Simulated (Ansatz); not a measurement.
**SiO₂+ (doublet): the correlation ladder, def2-TZVPP**

One table from this session's results is given with a row withheld; the runs are named, their logs left out.

Program: Ansatz 0.2.0, Gaussian basis. Level of theory: def2-TZVPP, core rule «outside noble gas», up to 7 orbitals frozen. These are calculated values, not measurements.

To be run: UHF; ROHF; CCSD(T) on UHF.

2 further runs of the same task are left out: 2 set aside as unsound or not needed.

## The geometry

The geometry is a PBE0/def2-TZVP stationary point (not a proven minimum) of the parent state, kept for this charge and spin.

3 atoms, charge 1, spin multiplicity 2.

Atoms are counted from 1 here; the program's logs count them from 0.

Bond lengths: Si1–O2 1.578 Å, Si1–O3 1.578 Å. Angles: O2–Si1–O3 111.8°.

Set-up of the first run:

in.yaml reads:

```yaml
crystal:
  periodic: [false, false, false]
  atoms:
    - {symbol: Si, position_ang: [0.000000, -0.471221, 0.000000]}
    - {symbol: O, position_ang: [0.000000, 0.413593, -1.306543]}
    - {symbol: O, position_ang: [0.000000, 0.413593, 1.306543]}
basis:
  gaussian: {orbitals: def2-TZVPP}
total_charge: 1
magnetization: {spin_polarized: true, initial_magnetization: 1}
hamiltonian: {xc: hf}
output: {orbitals: {seedname: orbitals}}
```

The run is started by

```bash
> ansatz run in.yaml --threads 1 --pin off --events-out ev --progress --plain --max-ram 4096MiB --backend cpu
```

Steps of the session up to this table: UHF; ROHF; CCSD(T) on UHF.

One of the session's tables, all rows but one given; the rest of the session is left out.

| method | from UCCSD(T) (meV) |
| --- | --- |
| ROHF | +15766.4 |
| UHF | +13498.4 |
| UMP2 | ? |
| UCCSD | +637.0 |
| UCCSD(T) | 0 |

**Question.** Estimate the row for UMP2.

**Answer.** from UCCSD(T) (meV): +1784.1. In the column «from UCCSD(T) (meV)» it lies between UCCSD (+637.0) and UHF (+13498.4).

Caveats from the session: The determinant is far from a pure spin state, so its energy mixes those of several spin states (harmless only where they are near-degenerate, as at dissociation).
